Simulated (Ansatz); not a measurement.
A CCSD(T) single point on C$_{4}$H$_{4}$F$_{2}$, SMILES `C=C(F)/C=C/F`.

```yaml
crystal:
  periodic: [false, false, false]
  atoms:
    - {symbol: C, position_ang: [0.239977, -1.812289, 0.472669]}
    - {symbol: C, position_ang: [-0.295397, -0.655185, 0.105138]}
    - {symbol: F, position_ang: [-1.617639, -0.586964, -0.132918]}
    - {symbol: C, position_ang: [0.398944, 0.597194, -0.078877]}
    - {symbol: C, position_ang: [-0.216938, 1.711863, -0.449292]}
    - {symbol: F, position_ang: [0.452961, 2.850683, -0.610086]}
    - {symbol: H, position_ang: [1.301014, -1.876139, 0.666114]}
    - {symbol: H, position_ang: [-0.371230, -2.697077, 0.582425]}
    - {symbol: H, position_ang: [1.467574, 0.606653, 0.097923]}
    - {symbol: H, position_ang: [-1.276166, 1.809960, -0.650396]}
basis:
  gaussian: {orbitals: def2-SVP}
correlation: {method: ccsd_t}
```

```sh
$ ansatz run in.yaml --threads 4 --pin off --events-out ev --progress --plain --max-ram 10444MiB
```

Output of Ansatz, abridged:

```
Functional definition: HF
1047 factors; integrals over basis functions are off by at most 1.5e-3 eV
mean field evaluation 1: about -9584.6916 eV, gradient 3.4e1 eV
mean field evaluation 2: about -9584.8467 eV, gradient 3.4e1 eV
mean field evaluation 4: about -9587.8545 eV, gradient 3.8e0 eV
mean field evaluation 8: about -9587.9113 eV, gradient 3.7e-1 eV
mean field -9587.91207636 eV, -352.3492698861 hartree, gradient 2.1e-6 eV, S^2 0.000000; 0 other end points of the search recorded, 0 dependent functions left out; unrestricted orbitals would lower it
6 core orbitals not correlated: weight in the atoms' cores, before any rotation towards them, 1.000 or more for the frozen orbitals, at most 0.000 for the correlated occupied ones
reference -9587.91207636 eV, -352.3492698861 hartree; 17, 17 occupied and 81, 81 virtual orbitals, 1047 factors
second order -24.05335294 eV of doubles, -0.00000000 eV of singles
cycle   1  -24.39465023 eV  change   -3.4e-1 eV  update   1.1e-1
cycle   2  -24.96965879 eV  change   -5.8e-1 eV  update   3.7e-2
cycle   3  -25.14439492 eV  change   -1.7e-1 eV  update   1.9e-2
cycle   4  -25.14463478 eV  change   -2.4e-4 eV  update   5.1e-3
cycle   5  -25.14218253 eV  change    2.5e-3 eV  update   2.1e-3
cycle   6  -25.14286726 eV  change   -6.8e-4 eV  update   7.2e-4
cycle   7  -25.14291009 eV  change   -4.3e-5 eV  update   2.8e-4
cycle   8  -25.14276622 eV  change    1.4e-4 eV  update   1.2e-4
cycle   9  -25.14277368 eV  change   -7.5e-6 eV  update   5.6e-5
cycle  10  -25.14280708 eV  change   -3.3e-5 eV  update   1.8e-5
perturbative correction -0.76139462 eV, -0.0279807363 hartree
Total energy: -9613.81627807 eV, -353.3012317403 hartree
```

It took 6.5 s on 4 threads of an Arm Neoverse V1 on a shared host, with 0.53 GiB of host memory at the peak.

The correlation energy is -25.904 eV, 2.9 % of it from (T); the T1 diagnostic reads 0.0123.
